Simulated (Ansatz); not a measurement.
**SiH2, singlet: the ladder up to full CI**

Geometry: a PBE0/def2-TZVP stationary point for this spin, not checked as a minimum.

```xyz
3

Si    0.0000   -0.0715    0.0000
H     0.0000    0.9958   -1.0900
H     0.0000    0.9958    1.0900
```

Basis cc-pVDZ; Ansatz 0.2.0. Correlated methods freeze the noble-gas cores, which leaves 6 electrons in 23 orbitals. R marks a restricted (for open shells ROHF) determinant, U an unrestricted one. Active spaces: valence = (6e, 6o) chosen from the atoms' valence shells.

Full CI is exact within this basis and frozen core; it isn't the basis-set limit. The frozen core follows each run's orbitals, which can shift R against U totals by a few meV.

- UHF ⟨S²⟩: 0.379
- T1 diagnostic (RCCSD): 0.0137
- largest doubles amplitude (RCCSD): 0.106

```tsv
level	E − E(RHF) (eV)
RMP2	-2.4039
RCCSD	-3.1795
RCCSD(T)	-3.2406
```

**Question.** Estimate how far full CI in cc-pVDZ lies from RCCSD(T). The table doesn't fix it; the size of (T) and the diagnostics are the guide.

**Answer.** Full CI in cc-pVDZ lies 20 meV below RCCSD(T), which is 32 % of the (T) step (-61 meV). RHF is unstable towards spin polarisation, and the rest is a large part of (T).

The other levels:

| level | E − E(full CI) (meV) | share of correlation (%) | wall time |
| --- | --- | --- | --- |
| CISD | 220 | 93.24 | 0.45 s |
| BCCD(T) | 20 | 99.40 | 0.24 s |
| RCCSDT | 3 | 99.90 | – |
| CISDTQ | 5 | 99.86 | 1 s |
| RCCSDT(Q) | 1 | 99.98 | 0.66 s |
| RCCSDTQ | 0 | 100.00 | 4.5 s |
| CASSCF (valence space) | 1914 | 41.29 | – |
| NEVPT2 (valence space) | 626 | 80.81 | 0.36 s |
| MRCISD (valence space) | 87 | 97.33 | – |
| MRCISD+Q (valence space) | 12 | 99.64 | 0.69 s |
| MRCISD+Q(relaxed) (valence space) | -25 | 100.75 | 0.81 s |

The correlation energy at full CI, counted from RHF, is -3.260 eV. That run took 2.9 s on 1 thread of Arm Neoverse V1, shared host over 786,897 determinants.

Run but not shown, since their state or frozen core can't be matched to the reference's or they repeat it: UHF.

Times hold each run's SCF and search for its determinant on a shared host, so for small cases they say little of a method's own cost; they ran on 1 thread of Arm Neoverse V1.

Not variational, and here over 5 meV under the exact energy: MRCISD+Q(relaxed) (valence space).

The full-CI state has the irrep A1 of C2v, in the program's axes.

Natural occupations of full CI about the gap: 1.961 1.947 1.892 0.067 0.042 0.025 0.013 0.009 0.008 0.008; effectively unpaired electrons, Σ n²(2−n)², 0.09.

Atomization energy (electronic, same basis, no zero-point term; atoms at the same level, unrestricted beside the R rows where the molecule is a closed shell, with restricted open-shell steps beyond CCSDT(Q)) at full CI: 588.3 kJ/mol. Errors of other levels:

```
                            level  error (kJ/mol)
                              RHF          -142.7
                             RMP2           -28.7
                             CISD           -16.0
                            RCCSD            -4.0
                         RCCSD(T)            -0.7
                          BCCD(T)            -0.7
                           RCCSDT            -0.2
                           CISDTQ            -0.4
                        RCCSDT(Q)             0.0
                          RCCSDTQ             0.0
           CASSCF (valence space)           -38.0
           NEVPT2 (valence space)           -22.1
           MRCISD (valence space)            -5.3
         MRCISD+Q (valence space)            -5.4
MRCISD+Q(relaxed) (valence space)            -2.1
```

This basis is far from its limit, so the value isn't to be set against a measured one. Truncated CI isn't size-consistent, which counts against it in atomization.
